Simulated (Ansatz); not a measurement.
The first iterations of a band of BH4N + H3P (10 atoms, charge 0, multiplicity 1).

The calculation used RKS PBE/def2-SVP in Ansatz.

```
movable images  : 3
climbing image  : yes
spring          : 5.0 eV/Å²
optimiser       : quadratic models (default)
start path      : through a guess of the saddle point
force threshold : 0.05 eV/Å
iteration limit : 60
end points      : relaxed
```

Initial state:

```xyz
10
Properties=species:S:1:pos:R:3
B 0.463 -0.935 0.956
N 1.404 0.079 1.146
H 0.680 -1.794 0.120
H -0.547 -0.934 1.637
H -0.505 1.244 -0.995
P -1.602 1.099 -1.919
H 2.276 0.143 0.619
H 1.292 0.829 1.830
H -1.063 -0.128 -2.448
H -2.398 0.396 -0.945
```

Final state:

```xyz
10
Properties=species:S:1:pos:R:3
B -0.008 -0.588 0.080
N 1.075 0.509 0.654
H 0.670 -1.405 -0.539
H -0.559 -1.057 1.073
H 1.531 1.011 -0.124
P -1.157 0.429 -1.190
H 1.809 0.056 1.219
H 0.625 1.223 1.247
H -1.599 -0.687 -1.978
H -2.386 0.510 -0.443
```

| iteration | highest image above the first end (eV) | largest band force component (eV/Å) |
| --- | --- | --- |
| 1 | 3.170 | 11.915 |
| 2 | 1.282 | 2.970 |
| 3 | 0.556 | 1.537 |
| 4 | 0.355 | 0.601 |
| 5 | 0.786 | 1.447 |
| 6 | 1.441 | 2.007 |
| 7 | 1.817 | 1.207 |

**Question.** Does the band converge within its limit, and where does its top end?

**Answer.** It converged. It ended after 21 iterations with the highest image 1.544 eV above the first end. Neighbouring images differ by up to 1.5 eV, so the band resolves the path poorly. Another band between the same ends (5 images) ends at a top of the same energy, where a vibrational analysis finds 1 clearly imaginary mode. So few images can step over the top or miss a turn of the path. The orbitals stay closed-shell, which can raise the energy where a bond breaks towards radicals; this wasn't checked here.

The run took 43 s on 2 threads of AMD EPYC 9R14 (Zen 4), with other jobs on the host, peak memory 0.13 GiB.
